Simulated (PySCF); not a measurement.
# C2H7N: the cost of one run

The runs use PySCF 2.14.0, with density-fitted response routines of our own; the level of theory stands in each step. All values are computed, except where a source is named. Atoms are numbered from 0 throughout.

### Step 1. The starting structure

10 atoms, charge 0, multiplicity 1; geometry from: GFN2-xTB. The atoms were then displaced at random by about 0.01 Å, so the start is not that level's minimum.

Bonds of the start (Å): C0–N1 1.44, N1–C2 1.43, C0–H3 1.07, C0–H4 1.12, C0–H5 1.09, N1–H6 1.02, C2–H7 1.08, C2–H8 1.13, C2–H9 1.10.

### Step 2. Optimising the geometry at PBE0-D3(BJ)/def2-SVP

The job: settings as JSON, then the geometry in Å.

```
{"job": {"xc": "PBE0", "basis": "def2-SVP", "d3": "d3bj", "grid": 1, "shake": 0.01, "kind": "geom"}, "charge": 0, "multiplicity": 1}
C     -1.187630    -0.074780    -0.044620
N      0.031770     0.646570    -0.285180
C      1.177840    -0.180010    -0.041490
H     -1.240770    -0.881400    -0.750990
H     -2.040810     0.622210    -0.248520
H     -1.306370    -0.445100     0.970270
H      0.087480     1.475250     0.307840
H      1.199110    -1.008300    -0.737730
H      1.234090    -0.580820     1.008820
H      2.095730     0.405450    -0.199460
```

Command:

```console
$ OMP_NUM_THREADS=1 python probes_run.py task.json out
```

This one command runs all jobs of the session in turn.

Q: Estimate the wall time and peak memory of this first job on 1 thread of Intel Xeon 6975P-C, shared host.

About 4.8 s, with a peak of 0.34 GiB.
